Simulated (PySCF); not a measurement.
Telling isomers of C₄H₆N₂ apart by NMR

PySCF 2.14 calculation with σ from GIAO-PBE0/pcSseg-1, PBE0-D3(BJ)/def2-SVP structure and J: B3LYP/pcJ-1 (spin–dipole term left out of most H,H and C,H couplings); a single conformation, equivalent nuclei averaged, isolated molecule, non-relativistic Hamiltonian.

References, each an isolated molecule treated in the same way: ¹H (σ = 31.27 ppm), ¹³C (σ = 184.41 ppm) against TMS. Multiplet labels drop J under 1 Hz and among equivalent protons, and merge close values. Unscaled 3J(H,H) run several per cent high. Shifts are as computed. Against solution values, carbons near 30 ppm lie about +2 ppm off and those near 130 ppm about +5 ppm. Of 1211 compounds with measured shifts, 218 miss one by over three times the rms of a fit or turn the order of signals round; such compounds aren't used in these exercises.

(1) Tabulate the signals of `Cn1ccnc1`, `Cn1cccn1` and their relative energies.

(2) What is the quickest way to tell Cn1ccnc1 from Cn1cccn1?

Answers

(1) 
```tsv
SMILES	carbon types	δC	δH	E rel. (kcal/mol)
Cn1ccnc1	3×CH 1×CH3	140.4, 137.1, 122.6, 32.8	7.18 (d, 1H), 7.05 (d, 1H), 6.85 (t, 1H), 3.52 (s, 3H)	0.0
Cn1cccn1	3×CH 1×CH3	143.3, 132.7, 110.1, 39.0	7.47 (d, 1H), 7.17 (d, 1H), 6.25 (t, 1H), 3.73 (s, 3H)	8.9
```

Energies are electronic energies at PBE0/pcSseg-1 on these geometries, without zero-point or thermal terms, each for the one conformer computed, which needn't be the lowest.

(2) Both give the same number of carbon signals, with the same numbers of each carbon type, so the positions decide. The first has an aromatic CH next to a ring nitrogen at 122.6 ppm, the second an aromatic CH at 110.1 ppm. Their most deshielded carbons lie at 140.4 and 143.3 ppm.
